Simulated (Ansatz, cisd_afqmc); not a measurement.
Species: H2Cl, charge 0, doublet.
NHTBH set geometry:
```
Cl
H 1 1.4858
H 1 1.4858 2 180.00
```
Charge 0, spin multiplicity 2.

Total energies in aug-cc-pV(T+d)Z, 9 correlated electrons, 5 frozen orbitals. Open shells are spin-unrestricted; no spin-orbit coupling. Cores are frozen in correlated methods. No relativity. The Monte Carlo rows (phaseless AFQMC, CISD trial, step 0.005/hartree) carry one-sigma bars that omit the constraint's bias. Outlying blocks are dropped, and bars are widened where a walk drifts. Over all cases where full CI ran beside it in this data, AFQMC minus full CI had a median of +0.1 mEh and passed +0.4 mEh in a tenth of the cases. The UHF reference of ClH2 (saddle point or complex, doublet) is spin-contaminated (<S^2> up to 0.07 over the pure value in the sets run).

```csv
method,program,energy (Eh),minus CCSDT(Q) (mEh)
HF,Ansatz,-460.55861,258.93
MP2,Ansatz,-460.78005,37.49
CCSD,Ansatz,-460.80556,11.98
CCSD(T),Ansatz,-460.81618,1.36
CCSDT(Q),Ansatz,-460.81754,0.00
AFQMC/CISD,cisd_afqmc,-460.8174 ± 0.0003,0.2 ± 0.3
```

Rough core times of Ansatz's runs on a shared machine: CCSD(T) under 20 s, CCSDT(Q) 6 min.

Ansatz is a first-principles code.
